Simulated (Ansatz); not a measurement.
bcc Li was calculated with PBE (Ansatz, a program for electronic structure, PAW).

Numerical settings: plane-wave cutoff 520 eV, 22×22×22 k mesh, Fermi–Dirac smearing 0.05 eV, scalar-relativistic PAW data made under PBE.

Energies at three volumes about the minimum:

```csv
V (Å³/atom),E − E_lowest (meV/atom)
19.857,0.36
20.262,0.00
20.667,0.35
```

### Question
Fit a parabola by hand: where is the minimum, what lattice constant follows, and what is the bulk modulus?

### Answer
Slopes: (0.00 − 0.36)/(20.262 − 19.857) = -0.889 and (0.35 − 0.00)/(20.667 − 20.262) = 0.864 meV/Å³. Curvature E″ = 2 × (0.864 − (-0.889))/(20.667 − 19.857) = 4.328 meV/Å⁶. From the middle of the first interval, the slope vanishes at V0 = 20.0595 − (-0.889)/4.328 = 20.265 Å³/atom. B = V0 E″ = 20.265 × 4.328 meV/Å³ × 0.1602 GPa per meV/Å³ = 14.1 GPa. With 2 atoms in the cube, a = (2 × 20.265)^(1/3) = 3.435 Å. The full Birch–Murnaghan fit to all volumes gives V0 = 20.258 Å³/atom and B0 = 13.9 GPa.

Measured, for comparison: bulk modulus 13.8 GPa (corrected for temperature and zero-point phonon effects, sources range from 13.1 to 13.9; as tabulated in Levämäki et al. (2014), arXiv:1402.3671); lattice constant a 3.449 Å (low-temperature or extrapolated to 0 K; zero-point anharmonic expansion removed, sources range from 3.443 to 3.453; as tabulated in Csonka et al. (2009), arXiv:0903.4037). Computed less measured: bulk modulus +0.7 % (+0.0 % to +6 % over the range).
